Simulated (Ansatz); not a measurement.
`CCC#N` and `C#CCC#N` differ in one atom or group.

Ansatz, PBE0-D4/def2-TZVP geometries, multiplicity 1. 

```json
{"property": "LUMO energy (PBE/def2-TZVPP) / eV", "`CCC#N`": "-0.42"}
{"property": "HOMO energy (PBE0/def2-TZVPP) / eV", "`CCC#N`": "-9.31"}
{"property": "zero-point energy (PBE0-D4/def2-TZVP) / kJ/mol", "`CCC#N`": "195.6"}
{"property": "HOMO energy (PBE/def2-TZVPP) / eV", "`CCC#N`": "-7.95"}
{"property": "HOMO–LUMO gap (PBE/def2-TZVPP) / eV", "`CCC#N`": "7.53"}
{"property": "HOMO–LUMO gap (ωB97M-V/def2-TZVPP) / eV", "`CCC#N`": "13.72"}
```

Q: What does the change do to each property? (Best estimate.)

A: Computed: 
```tsv
property	`C#CCC#N`	shift
LUMO energy (PBE/def2-TZVPP) / eV	-0.95	-0.53
HOMO energy (PBE0/def2-TZVPP) / eV	-8.54	0.77
zero-point energy (PBE0-D4/def2-TZVP) / kJ/mol	145.6	-50.0
HOMO energy (PBE/def2-TZVPP) / eV	-7.28	0.67
HOMO–LUMO gap (PBE/def2-TZVPP) / eV	6.34	-1.19
HOMO–LUMO gap (ωB97M-V/def2-TZVPP) / eV	12.83	-0.89
```

With PBE0 the HOMO rises by 0.77 eV and the LUMO falls by 0.42 eV, so the gap narrows by about 1.19 eV. PBE moves the HOMO by 0.67 eV and ωB97M-V by 0.84 eV. The zero-point energy changes by -50.0 kJ/mol with -3 modes.
